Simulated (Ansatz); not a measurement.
Reaction: C3H5N (SMILES CCC#N) → C2H5 (SMILES [CH2]C, doublet) + CN (SMILES [C]#N, doublet) (the C-C bond breaks)
Each species at its own B3LYP-D3(BJ)/def2-TZVP minimum (Ansatz, a program for electronic structure).

Quantity: bond dissociation energy (electronic), in kcal/mol. Open shells are spin-unrestricted; no spin-orbit coupling. CBS(X,Y): correlation extrapolated as X^-3, Hartree-Fock from the larger set. A bracket is a step between two methods taken in the basis named. Functionals run without relativity, which enters their misses. Double hybrids freeze cores in their MP2 part. 'core' is core correlation in cc-pwCVTZ, 'X2C' scalar relativity in cc-pVTZ-DK, both at CCSD(T). The UHF reference of CN ([C]#N, doublet) is spin-contaminated (<S^2> up to 0.37 over the pure value in the sets run).

CCSD(T)/CBS(cc-pVTZ,cc-pVQZ) + [CCSDT(Q) - CCSD(T)]/cc-pVDZ + core + X2C (Ansatz) gives 125.8 kcal/mol.

### Question
How far off this value is PBE/def2-TZVPD (Ansatz), in which direction, and how far these levels: r2SCAN/def2-TZVPD, PBE0/def2-TZVPD, wB97M-V/def2-TZVPD, B2PLYP/def2-TZVPD, CCSD(T)/CBS(cc-pVTZ,cc-pVQZ) + core + X2C?

### Answer
PBE gives 124.2 kcal/mol, 1.6 kcal/mol below it. Differences of the others: r2SCAN/def2-TZVPD (Ansatz) -4.9; PBE0/def2-TZVPD (Ansatz) 1.6; wB97M-V/def2-TZVPD (Ansatz) 6.3; B2PLYP/def2-TZVPD (Ansatz) -0.4; CCSD(T)/CBS(cc-pVTZ,cc-pVQZ) + core + X2C (Ansatz) 1.8 kcal/mol.
